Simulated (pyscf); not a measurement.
Single points on ωB97X-D3(BJ)/def2-SVP structures (PySCF, gas phase).

### Question
`[OH][SnH3]` + `[H][H]` → `[SnH4]` + `[OH2]`
Surface: singlet. Broken: O–Sn, H–H. Formed: H–Sn, H–O. Give ΔE‡ and ΔE from ωB97M-D3(BJ)/def2-TZVP, relative to the separated reactants.

### Answer
ΔE‡ = 1.48 eV, ΔE = -0.09 eV. Zero-point energy shifts the barrier by +0.09 eV. It is a four-centre exchange, with an imaginary mode of 1386i cm⁻¹. At the saddle there is also a short H–Sn contact that neither side keeps. One saddle was located; it need not be the lowest between these sides. Elements past Kr carry the def2 core potentials, without spin-orbit coupling.
